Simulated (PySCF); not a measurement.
Compound: cyanomethyl formate, C3H3NO2.
Geometry (PBE0-D3(BJ)/def2-SVP, Å), atoms numbered from 1 in this order:
```xyz
9
C3H3NO2 angstrom
N     -2.2869    1.5471    0.6780
C     -1.6796    0.7056    0.1686
C     -0.9197   -0.3631   -0.4791
O      0.1941    0.1640   -1.1785
C      1.3987   -0.0170   -0.6112
O      1.6043   -0.5963    0.4110
H     -1.5622   -0.8731   -1.2111
H     -0.5846   -1.0845    0.2826
H      2.1666    0.4543   -1.2559
```

Computed at PBE0/pcSseg-1 (PySCF, non-relativistic), with Q(14N) = 0.02044 b, Q(17O) = −0.0256 b: N1, 14N (I = 1): χzz = -4.706 MHz, η = 0.185; O4, 17O (I = 5/2): χzz = -10.71 MHz, η = 0.386; O6, 17O (I = 5/2): χzz = 9.494 MHz, η = 0.315.

Problem. Where would the pure quadrupole (NQR) lines of 14N at N1 fall for the rigid, isolated species?

Solution. From ν± = (3/4)|χ|(1 ± η/3) and ν0 = |χ|η/2: ν+ 3.747 MHz, ν− 3.311 MHz, ν0 0.436 MHz (nitrile nitrogen).

Problem. Find the zero-field quadrupole resonance frequencies of 17O at O4.

Solution. From the eigenvalues of H = χ/[4I(2I − 1)] × [3Iz² − I(I + 1) + η(Ix² − Iy²)], steps between neighbouring levels, labelled as for η = 0: ±1/2↔±3/2 1.848 MHz, ±3/2↔±5/2 3.125 MHz (ester single-bonded oxygen).

Problem. Where would the pure quadrupole (NQR) lines of 17O at O6 fall for the rigid, isolated species?

Solution. From the eigenvalues of H = χ/[4I(2I − 1)] × [3Iz² − I(I + 1) + η(Ix² − Iy²)], steps between neighbouring levels, labelled as for η = 0: ±1/2↔±3/2 1.571 MHz, ±3/2↔±5/2 2.795 MHz (ester carbonyl oxygen).

In a crystal, neighbours and librations shift these lines. With a basis this small, the couplings can be 20 % off.

One conformer stands for the species.
